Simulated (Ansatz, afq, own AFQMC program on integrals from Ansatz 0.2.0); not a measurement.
## BGeH, triplet: AFQMC among the cluster methods

```xyz
3

Ge    0.0000    0.0000    1.5728
B     0.0000    0.0000   -0.1922
H     0.0000    0.0000   -1.3807
```

Connectivity, by distances: Ge–BH.

Basis cc-pVDZ. Noble-gas cores (and the filled d shells of Ga–Kr and In–Xe) are frozen. AFQMC by an in-house program on the Cholesky factors that Ansatz 0.2.0 writes for its CCSD(T) run. The CISD trial takes its coefficients from CCSD amplitudes. Released means that phaseless walkers are propagated on without the constraint, phases kept. Uncertainties: one standard error, sampling alone. No spin–orbit coupling.

Determinant: UHF, the one that the program's search chose, which needn't be the lowest solution. The geometry is a point of a scan.

No full CI on the walks' own integrals is used here; CCSDT(Q) serves as the reference and is uncertain by about the last step of the cluster series.

Cautions: no relativity below Rb; no spin-orbit coupling; inner d shell frozen; lower spins were not checked; the released energies are still falling, so no released level is given (meV from the phaseless value at times in 1/Eh: -11 ± 10 at 0.24, -14 ± 7 at 0.51, -13 ± 6 at 0.99, -28 ± 9 at 1.62, -39 ± 8 at 2.40), though the last usable value meets CCSDT(Q) within the noise.

The T1 diagnostic is 0.0134 and the weight of the determinant in the CISD state is 0.898. The ⟨S²⟩ of the determinant is 2.015 and the size of the correlated space is 8 electrons in 31 orbitals.

Reference: CCSDT(Q), correlation energy -4.233 eV.

| level | E − E(reference) (kJ/mol) | share of correlation (%) |
| --- | --- | --- |
| HF | 408.5 | 0.00 |
| MP2 | 92.9 | 77.26 |
| CCSD | 16.3 | 96.02 |
| CCSD(T) | 3.6 | 99.11 |
| CCSDT | 0.7 | 99.83 |
| ph-AFQMC/HF | 4.9 ± 3.8 | 98.81 |
| ph-AFQMC/CISD | 2.9 ± 0.8 | 99.29 |

A walk keeps the symmetry of its determinant, which the program's search chose and which needn't be the lowest solution, so a lower state of the same spin and another symmetry isn't excluded.
